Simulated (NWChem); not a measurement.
All runs are NWChem calculations. System: F (+1), charge 1, spin multiplicity 3. Its SCF solution wasn't tested for a lower state. Level: evGW@UPBE/def2-TZVP, RI basis def2-tzvp-rifit, 6 cycles.

Job file:

```
start mol
memory heap 200 mb stack 700 mb global 1700 mb
charge 1
geometry units angstroms nocenter noautoz
  F      0.000000     0.000000     0.000000
  symmetry group D2h
end
basis spherical
  * library def2-tzvp
end
basis "ri basis" bse spherical
  * library def2-tzvp-rifit
end
dft
  xc xpbe96 cpbe96
  odft
  mult 3
  iterations 100
  direct
  tolerances tight
end
task dft energy
gw
  evgw 6
  states alpha occ -1 vir -1
  states beta occ -1 vir -1
end
task dft gw
```

Output (cleaned and shortened):

```
             Northwest Computational Chemistry Package (NWChem) 7.3.0
             --------------------------------------------------------

                                NWChem Input Module
                                -------------------

 Scaling coordinates for geometry "geometry" by  1.889725989
 (inverse scale =  0.529177249)

                             Geometry "geometry" -> ""
                             -------------------------

 Output coordinates in angstroms (scale by  1.889725989 to convert to a.u.)

  No.       Tag          Charge          X              Y              Z
 ---- ---------------- ---------- -------------- -------------- --------------
    1 F                    9.0000     0.00000000     0.00000000     0.00000000

 Effective nuclear repulsion energy (a.u.)       0.0000000000

            Nuclear Dipole moment (a.u.)
            ----------------------------
        X                 Y               Z
 ---------------- ---------------- ----------------
     0.0000000000     0.0000000000     0.0000000000

      Symmetry information
      --------------------

 Group name             D2h
 Group number             26
 Group order               8
 No. of unique centers     1

      Symmetry unique atoms

     1


 Summary of "ao basis" -> "" (spherical)
 ------------------------------------------------------------------------------
       Tag                 Description            Shells   Functions and Types
 ---------------- ------------------------------  ------  ---------------------
 *                         def2-tzvp                  on all atoms

 new library libraries.bse/

 Summary of "ri basis" -> "" (spherical)
 ------------------------------------------------------------------------------
       Tag                 Description            Shells   Functions and Types
 ---------------- ------------------------------  ------  ---------------------
 *                      def2-tzvp-rifit               on all atoms

  pbe96 is a nonlocal functional; adding pw91lda local functional.

                                 NWChem DFT Module
                                 -----------------

 Summary of "ao basis" -> "ao basis" (spherical)
 ------------------------------------------------------------------------------
       Tag                 Description            Shells   Functions and Types
 ---------------- ------------------------------  ------  ---------------------
 F                         def2-tzvp                11       31   5s3p2d1f

 Summary of "ao basis" -> "ao basis" (spherical)
 ------------------------------------------------------------------------------
       Tag                 Description            Shells   Functions and Types
 ---------------- ------------------------------  ------  ---------------------
 F                         def2-tzvp                11       31   5s3p2d1f

      Symmetry analysis of basis
      --------------------------

        ag          9
        au          1
        b1g         2
        b1u         5
        b2g         2
        b2u         5
        b3g         2
        b3u         5

            General Information
            -------------------
          SCF calculation type: DFT
          Wavefunction type:  spin polarized.
          No. of atoms     :     1
          No. of electrons :     8
           Alpha electrons :     5
            Beta electrons :     3
          Charge           :     1
          Spin multiplicity:     3
          Use of symmetry is: on ; symmetry adaption is: on
          Maximum number of iterations: 100
          This is a Direct SCF calculation.
          AO basis - number of functions:    31
                     number of shells:    11
          Convergence on energy requested:  1.00D-06
          Convergence on density requested:  1.00D-05
          Convergence on gradient requested:  5.00D-04

              XC Information
              --------------
          PerdewBurkeErnzerhof Exchange Functional  1.000
            Perdew 1991 LDA Correlation Functional  1.000 local
           PerdewBurkeErnz. Correlation Functional  1.000 non-local

             Grid Information
             ----------------
          Grid used for XC integration:  medium
          Radial quadrature: Mura-Knowles
          Angular quadrature: Lebedev.
          Tag              B.-S. Rad. Rad. Pts. Rad. Cut. Ang. Pts.
          ---              ---------- --------- --------- ---------
          F                   0.50       49           4.0       434
          Grid pruning is: on
          Number of quadrature shells:    49
          Spatial weights used:  Erf1

          Convergence Information
          -----------------------
          Convergence aids based upon iterative change in
          total energy or number of iterations.
          Levelshifting, if invoked, occurs when the
          HOMO/LUMO gap drops below (HL_TOL):  1.00D-02
          DIIS, if invoked, will attempt to extrapolate
          using up to (NFOCK): 10 stored Fock matrices.

                    Damping( 0%)  Levelshifting(0.5)       DIIS
                  --------------- ------------------- ---------------
          dE  on:    start            ASAP                start
          dE off:    2 iters        100 iters           100 iters

      Screening Tolerance Information
      -------------------------------
          Density screening/tol_rho:  1.00D-10
          AO Gaussian exp screening on grid/accAOfunc:  14
          CD Gaussian exp screening on grid/accCDfunc:  20
          XC Gaussian exp screening on grid/accXCfunc:  20
[...]
@GW        19        181.794           0.000
@GW        20        182.765           0.000
@GW        21        180.726           0.004
@GW        22        180.794           0.001
@GW        23        179.508           0.001
@GW        24        182.136           0.005
@GW        25        182.136           0.005
@GW        26        216.383           0.002
@GW        27        216.365           0.003
@GW        28        216.594           0.003
@GW        29        215.857           0.002
@GW        30        215.860           0.002
@GW        31       1540.825           0.002

  *** G3W3

          Computing RPA polarizability
          Solving quasiparticle equations

                  Alpha Orbitals
          State     Energy (eV)     Error (eV)
          -----------------------------------
@GW         1       -724.384           0.000
@GW         2        -60.689           0.000
@GW         3        -40.126           0.000
@GW         4        -40.126           0.000
@GW         5        -37.312           0.000
@GW         6          4.394           0.000
@GW         7          5.826           0.000
@GW         8          5.830           0.000
@GW         9          6.712           0.000
@GW        10         41.137           0.000
@GW        11         41.134           0.000
@GW        12         42.483           0.000
@GW        13         42.483           0.000
@GW        14         42.974           0.000
@GW        15         74.594           0.000
@GW        16         74.590           0.000
@GW        17         76.382           0.000
@GW        18         82.600           0.000
@GW        19        179.444           0.000
@GW        20        179.445           0.000
@GW        21        180.819           0.000
@GW        22        180.820           0.000
@GW        23        181.823           0.000
@GW        24        181.822           0.000
@GW        25        180.181           0.000
@GW        26        212.175           0.000
@GW        27        212.179           0.000
@GW        28        214.112           0.000
@GW        29        214.109           0.000
@GW        30        214.245           0.000
@GW        31       1539.704           0.000

                   Beta Orbitals
          State     Energy (eV)     Error (eV)
          -----------------------------------
@GW         1       -721.797           0.000
@GW         2        -54.073           0.000
@GW         3        -35.042           0.000
@GW         4        -16.283           0.000
@GW         5        -16.284           0.000
@GW         6          5.404           0.000
@GW         7          7.158           0.000
@GW         8          7.547           0.000
@GW         9          7.547           0.000
@GW        10         44.426           0.000
@GW        11         44.429           0.000
@GW        12         44.535           0.000
@GW        13         44.748           0.000
@GW        14         44.748           0.000
@GW        15         77.426           0.000
@GW        16         77.899           0.000
@GW        17         77.898           0.000
@GW        18         85.052           0.000
@GW        19        181.922           0.000
@GW        20        179.876           0.000
@GW        21        180.323           0.000
@GW        22        180.231           0.000
@GW        23        180.215           0.000
@GW        24        182.767           0.000
@GW        25        182.767           0.000
@GW        26        216.762           0.000
@GW        27        216.784           0.000
@GW        28        216.645           0.000
@GW        29        216.492           0.000
@GW        30        216.502           0.000
@GW        31       1541.210           0.000

  *** G4W4

          Computing RPA polarizability
          Solving quasiparticle equations

                  Alpha Orbitals
          State     Energy (eV)     Error (eV)
          -----------------------------------
@GW         1       -724.447           0.000
@GW         2        -60.692           0.000
@GW         3        -40.126           0.000
@GW         4        -40.127           0.000
@GW         5        -37.312           0.000
@GW         6          4.394           0.000
@GW         7          5.826           0.000
@GW         8          5.830           0.000
@GW         9          6.712           0.000
@GW        10         41.138           0.000
@GW        11         41.136           0.000
@GW        12         42.485           0.000
@GW        13         42.485           0.000
@GW        14         42.975           0.000
@GW        15         74.610           0.000
@GW        16         74.606           0.000
@GW        17         76.393           0.000
@GW        18         82.606           0.000
@GW        19        179.562           0.000
@GW        20        179.563           0.000
@GW        21        180.926           0.000
@GW        22        180.927           0.000
@GW        23        181.926           0.000
@GW        24        181.925           0.000
@GW        25        180.299           0.000
@GW        26        212.303           0.000
@GW        27        212.301           0.000
@GW        28        214.221           0.000
@GW        29        214.222           0.000
@GW        30        214.342           0.000
@GW        31       1539.753           0.000

                   Beta Orbitals
          State     Energy (eV)     Error (eV)
          -----------------------------------
@GW         1       -721.850           0.000
@GW         2        -54.073           0.000
@GW         3        -35.042           0.000
@GW         4        -16.281           0.000
@GW         5        -16.282           0.000
@GW         6          5.404           0.000
@GW         7          7.159           0.000
@GW         8          7.548           0.000
@GW         9          7.548           0.000
@GW        10         44.428           0.000
@GW        11         44.431           0.000
@GW        12         44.537           0.000
@GW        13         44.755           0.000
@GW        14         44.754           0.000
@GW        15         77.437           0.000
@GW        16         77.916           0.000
@GW        17         77.916           0.000
@GW        18         85.060           0.000
@GW        19        182.059           0.000
@GW        20        179.953           0.000
@GW        21        180.426           0.000
@GW        22        180.324           0.000
@GW        23        180.321           0.000
@GW        24        182.898           0.000
@GW        25        182.898           0.000
@GW        26        216.745           0.000
@GW        27        216.741           0.000
@GW        28        216.723           0.000
@GW        29        216.624           0.000
@GW        30        216.601           0.000
@GW        31       1541.260           0.000

  *** G5W5

          Computing RPA polarizability
          Solving quasiparticle equations

                  Alpha Orbitals
          State     Energy (eV)     Error (eV)
          -----------------------------------
@GW         1       -724.456           0.000
@GW         2        -60.692           0.000
@GW         3        -40.126           0.000
@GW         4        -40.127           0.000
@GW         5        -37.312           0.000
@GW         6          4.394           0.000
@GW         7          5.826           0.000
@GW         8          5.830           0.000
@GW         9          6.712           0.000
@GW        10         41.138           0.000
@GW        11         41.136           0.000
@GW        12         42.485           0.000
@GW        13         42.485           0.000
@GW        14         42.975           0.000
@GW        15         74.611           0.000
@GW        16         74.607           0.000
@GW        17         76.394           0.000
@GW        18         82.606           0.000
@GW        19        179.575           0.000
@GW        20        179.576           0.000
@GW        21        180.938           0.000
@GW        22        180.939           0.000
@GW        23        181.937           0.000
@GW        24        181.936           0.000
@GW        25        180.312           0.000
@GW        26        212.323           0.000
@GW        27        212.321           0.000
@GW        28        214.238           0.000
@GW        29        214.240           0.000
@GW        30        214.359           0.000
@GW        31       1539.759           0.000

                   Beta Orbitals
          State     Energy (eV)     Error (eV)
          -----------------------------------
@GW         1       -721.857           0.000
@GW         2        -54.073           0.000
@GW         3        -35.042           0.000
@GW         4        -16.281           0.000
@GW         5        -16.282           0.000
@GW         6          5.404           0.000
@GW         7          7.159           0.000
@GW         8          7.547           0.000
@GW         9          7.547           0.000
@GW        10         44.428           0.000
@GW        11         44.431           0.000
@GW        12         44.538           0.000
@GW        13         44.756           0.000
@GW        14         44.755           0.000
@GW        15         77.437           0.000
@GW        16         77.918           0.000
@GW        17         77.918           0.000
@GW        18         85.061           0.000
@GW        19        182.075           0.000
@GW        20        179.965           0.000
@GW        21        180.438           0.000
@GW        22        180.336           0.000
@GW        23        180.333           0.000
@GW        24        182.914           0.000
@GW        25        182.914           0.000
@GW        26        216.768           0.000
@GW        27        216.763           0.000
@GW        28        216.748           0.000
@GW        29        216.650           0.000
@GW        30        216.625           0.000
@GW        31       1541.266           0.000

     GW Timing Statistics
   ------------------------
   Init.   :          0.1s
     ERIs  :          0.0s
     Distr.:          0.0s
     Vxc   :          0.0s
   Sigma_x :          0.0s
   RPA     :          0.0s
   Wmn     :          0.0s
   Sigma_c :          0.1s
   GW total:          0.3s

 Task  times  cpu:        0.3s     wall:        0.3s

 Total times  cpu:        0.8s     wall:        0.8s
```
